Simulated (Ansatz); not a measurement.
Geometry optimisation, Ansatz, RKS revPBE-D4/def2-SVP.

The input (input.yaml):

```yaml
crystal:
  periodic: [false, false, false]
  atoms:
    - { symbol: C, position_ang: [-0.8288, -1.1154, -1.2218] }
    - { symbol: O, position_ang: [-0.4574, 0.2008, -0.7673] }
    - { symbol: C, position_ang: [0.3835, 0.0967, 0.3357] }
    - { symbol: O, position_ang: [-0.1854, -0.4177, 1.4729] }
    - { symbol: C, position_ang: [0.9741, 1.4839, 0.6122] }
    - { symbol: O, position_ang: [0.8386, 2.0855, 1.7063] }
    - { symbol: H, position_ang: [-1.479, -0.9169, -2.1115] }
    - { symbol: H, position_ang: [-1.4318, -1.5704, -0.48] }
    - { symbol: H, position_ang: [-0.0125, -1.6646, -1.4803] }
    - { symbol: H, position_ang: [1.2695, -0.5507, 0.1332] }
    - { symbol: H, position_ang: [-0.5381, 0.3513, 2.0221] }
    - { symbol: H, position_ang: [1.5442, 1.9624, -0.1876] }
basis:
  gaussian: { orbitals: def2-SVP }
hamiltonian:
  xc: revpbe
  dispersion: d4
relax:
  f_tol: 0.015
  max_steps: 40
```

Launched with:

```bash
$ ansatz run input.yaml --threads 2 --pin off --max-ram 3072MiB --backend cpu --events-out ev --progress --plain --runs-dir out
```

Problem. Where does it end, and by what steps?

Solution. The run converged. After 9 steps the energy has fallen by 0.420 eV; O6 moved furthest, 0.18 Å.

```csv
step,energy less start (eV),largest force component (eV/Å),accepted
0,0.0000,3.637,yes
1,-0.3575,1.390,yes
2,-0.4072,0.501,yes
3,-0.4035,0.496,no
4,-0.4184,0.117,yes
5,-0.4194,0.060,yes
6,-0.4200,0.037,yes
7,-0.4201,0.026,yes
8,-0.4202,0.024,yes
9,-0.4203,0.013,yes
```

```xyz
12
Properties=species:S:1:pos:R:3
C -0.860 -1.057 -1.239
O -0.383 0.192 -0.749
C 0.448 0.062 0.392
O -0.188 -0.420 1.531
C 0.955 1.499 0.624
O 0.673 2.104 1.641
H -1.496 -0.841 -2.120
H -1.462 -1.592 -0.473
H -0.019 -1.720 -1.554
H 1.306 -0.622 0.157
H -0.448 0.382 2.039
H 1.550 1.959 -0.214
```

The run took 15 s on 2 threads of AMD EPYC 9R14 (Zen 4), with other jobs on the host, peak memory 0.17 GiB.
